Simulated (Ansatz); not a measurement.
Born–Oppenheimer molecular dynamics of H$_{7}$NOSi (10 atoms, charge 0, multiplicity 1). It starts at the highest image of a converged band. Of that band: Neighbouring images differ by up to 1.3 eV, so the band resolves the path poorly. A vibrational analysis at the climbing image gives one clearly imaginary mode, 1295i cm⁻¹: a first-order saddle point.

Computed with RKS PBE0/def2-SVP (Ansatz).

```
ensemble                      : NVE (velocity Verlet)
time step                     : 0.5 fs
steps asked                   : 200
starting velocities drawn for : 100 K
seed                          : 10499
```

First frame:

```xyz
10
Properties=species:S:1:pos:R:3
Si -0.309 0.102 -0.070
H -0.038 -0.197 1.671
H 1.189 0.287 -0.085
N -0.771 1.604 -0.739
H -1.732 1.919 -0.781
H -0.096 2.261 -1.107
H -0.460 -1.226 -0.755
O -2.007 -0.078 0.780
H -2.403 -0.937 0.581
H -1.018 -0.234 1.583
```

Problem. How far do the bonds stretch over the last three quarters of this one trajectory? (Pairs bonded in most of those frames.)

Solution. 
```json
{"bond": "Si1–H3", "mean (Å)": "1.506", "spread (Å)": "0.022", "shortest": "1.47", "longest": "1.55"}
{"bond": "Si1–N4", "mean (Å)": "1.712", "spread (Å)": "0.018", "shortest": "1.68", "longest": "1.75"}
{"bond": "Si1–H7", "mean (Å)": "1.510", "spread (Å)": "0.029", "shortest": "1.46", "longest": "1.56"}
{"bond": "Si1–O8", "mean (Å)": "1.688", "spread (Å)": "0.084", "shortest": "1.56", "longest": "1.81"}
{"bond": "H2–H10", "mean (Å)": "0.762", "spread (Å)": "0.017", "shortest": "0.74", "longest": "0.78"}
{"bond": "N4–H5", "mean (Å)": "1.013", "spread (Å)": "0.011", "shortest": "1.00", "longest": "1.03"}
{"bond": "N4–H6", "mean (Å)": "1.013", "spread (Å)": "0.013", "shortest": "0.99", "longest": "1.03"}
{"bond": "O8–H9", "mean (Å)": "0.964", "spread (Å)": "0.010", "shortest": "0.95", "longest": "0.98"}
```

Mean temperature of the second half: 1529 K. The conserved energy stayed within 0.089 meV per atom of its start (net change 0.04 meV per atom), so the integration is sound. The kinetic energy rose, since the run started high on the potential surface and went downhill. It ends in pieces (H2 + H5NOSi), so much of that is their flight and rotation, not heat. A run of 0.1 ps of so small a system gives no equilibrium averages. The orbitals stay closed-shell, which can raise the energy where a bond breaks towards radicals; this wasn't checked here.

Time of the run: 3.9 min on 1 thread of AMD EPYC 9R45 96-Core Processor (Zen 5), on a shared host, peak memory 0.18 GiB.
